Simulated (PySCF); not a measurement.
These are PBE-D3(BJ)/def2-TZVP // PBE0-D4/def2-TZVP in PySCF values and carry that method's errors. All species are isolated molecules in the gas phase. Excitations are Tamm–Dancoff values on a coarser integration grid. The basis has no diffuse functions, so Rydberg states are missing or too high.

Reference species (SMILES): `[F][Al]([F])[F]` (neutral, multiplicity 1).

The HOMO–LUMO gap is 7.24 eV and the S1 excitation (TDA) is 7.32 eV. The S1 oscillator strength comes out as 0.000.

After one change: the HOMO–LUMO gap falls by 3.78 eV; the S1 excitation (TDA) falls by 3.61 eV; the S1 oscillator strength stays essentially unchanged.

What was changed between the two runs? The new species is one of these.
(A) `[SiH3][Al]([SiH3])[SiH3]`
(B) `[F][Al]([SiH3])[SiH3]`
(C) `[F][Al]([F])[SiH3]`

B, `[F][Al]([SiH3])[SiH3]`
